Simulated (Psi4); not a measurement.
Psi4 input (wB97X-D/6-31G*):

```
memory 1500 MB

molecule {
-1 1
C    -0.00530785   -0.03292262   -1.25255471
Si    0.00176161   -0.01626018    0.52594046
H    -0.90647034    0.32687280   -1.75455355
H     0.90272032    0.29878124   -1.76148183
H     0.02469593    1.23745090    1.43148183
H    -1.20807042   -0.70031235    1.12295762
H     1.19430902   -0.73761443    1.11375772
symmetry c1
no_reorient
no_com
}

set {
  basis 6-31G*
  reference rks
  scf_type pk
  dft_radial_points 99
  dft_spherical_points 590
  e_convergence 1e-8
  d_convergence 1e-7
  maxiter 150
}

e = energy('wb97x-d')
print_out(f'\nFINAL {e:.10f} DIPOLE {variable("CURRENT DIPOLE")[0]:.6f} {variable("CURRENT DIPOLE")[1]:.6f} {variable("CURRENT DIPOLE")[2]:.6f}\n')
```

**Question.** What final total energy does it give?

**Answer.** -330.50947 Eh.
